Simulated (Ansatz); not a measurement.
Ansatz (a first-principles code) input (CCSD(T)/cc-pV(D+d)Z):
A basis named .json is the Basis Set Exchange file of that set.

Ansatz 0.2 input:
```yaml
crystal:
  periodic: [false, false, false]
  atoms:
    - {symbol: P, position_ang: [-0.00000000, -0.00000000, -0.99121818]}
    - {symbol: P, position_ang: [0.00000000, 0.00000000, 0.99121818]}
basis:
  gaussian:
    orbitals: cc-pV_D+d_Z.json
total_charge: -1
magnetization: {spin_polarized: true, initial_magnetization: 1}
correlation: {method: ccsd_t, electrons: outside_noble_gas}
```

End of the output:

```
integrals: 0.02 GiB planned
458 factors; integrals over basis functions are off by at most 1.0e-3 eV
mean field: 0.11 GiB planned
mean field evaluation 1: about -18542.6874 eV, gradient 7.8e0 eV
mean field evaluation 2: about -18542.8908 eV, gradient 8.4e0 eV
mean field evaluation 4: about -18543.5276 eV, gradient 1.1e0 eV
mean field evaluation 8: about -18543.5577 eV, gradient 4.5e-5 eV
mean field evaluation 16: about -18543.6363 eV, gradient 6.0e-1 eV
mean field evaluation 32: about -18543.2338 eV, gradient 1.9e-1 eV
mean field evaluation 64: about -18543.5577 eV, gradient 7.9e-4 eV
mean field evaluation 96: about -18536.3974 eV, gradient 1.1e1 eV
mean field evaluation 128: about -18543.5577 eV, gradient 2.1e-3 eV
mean field evaluation 160: about -18541.9713 eV, gradient 3.4e-2 eV
mean field evaluation 192: about -18541.9714 eV, gradient 2.3e-2 eV
mean field evaluation 224: about -18541.7482 eV, gradient 6.1e0 eV
mean field evaluation 256: about -18539.8782 eV, gradient 6.9e0 eV
mean field evaluation 288: about -18540.2660 eV, gradient 2.1e-1 eV
mean field evaluation 320: about -18540.4415 eV, gradient 4.4e-1 eV
mean field evaluation 352: about -18540.4447 eV, gradient 5.0e-2 eV
mean field evaluation 384: about -18540.4834 eV, gradient 7.0e-4 eV
mean field evaluation 416: about -18541.7482 eV, gradient 5.3e0 eV
mean field evaluation 448: about -18540.2682 eV, gradient 1.9e-3 eV
mean field evaluation 480: about -18540.4442 eV, gradient 1.7e-1 eV
mean field evaluation 512: about -18541.9172 eV, gradient 1.9e-1 eV
mean field -18543.68487360 eV, -681.4678497437 hartree, gradient 5.2e-6 eV, S^2 1.169786; 10 other end points of the search recorded, 0 dependent functions left out
determinant -18543.68487360 eV, -681.4678497437 hartree, with singles and doubles -18550.14358446 eV, -681.7052029901 hartree
determinant -18541.97138921 eV, -681.4048803537 hartree, with singles and doubles -18547.57342349 eV, -681.6107513163 hartree
determinant -18540.48337120 eV, -681.3501967006 hartree, with singles and doubles -18546.70463783 eV, -681.5788240325 hartree
determinant -18540.44511964 eV, -681.3487909817 hartree, with singles and doubles -18546.61147702 eV, -681.5754004357 hartree
determinant -18540.26823227 eV, -681.3422904908 hartree, with singles and doubles -18546.41326296 eV, -681.5681162035 hartree
determinant -18543.55769409 eV, -681.4631759829 hartree, with singles and doubles -18550.17476661 eV, -681.7063489130 hartree
determinant -18543.68487360 eV, -681.4678497437 hartree, with singles and doubles -18550.15515308 eV, -681.7056281291 hartree
determinant -18543.55769409 eV, -681.4631759829 hartree, with singles and doubles -18550.17617423 eV, -681.7064006420 hartree
mean field evaluation 544: about -18543.2154 eV, gradient 1.4e0 eV
10 core orbitals not correlated
reference -18543.55769409 eV, -681.4631759829 hartree; 6, 5 occupied and 30, 31 virtual orbitals, 458 factors
second order -6.01681646 eV of doubles, -0.00000000 eV of singles
coupled cluster: 0.09 GiB planned
cycle   1  -6.61847992 eV  change    2.3e-7 eV  update   2.0e-6
coupled cluster: 0.09 GiB planned
perturbative correction -0.34552553 eV, -0.0126978289 hartree
Total energy: -18550.52169953 eV, -681.7190984625 hartree
```
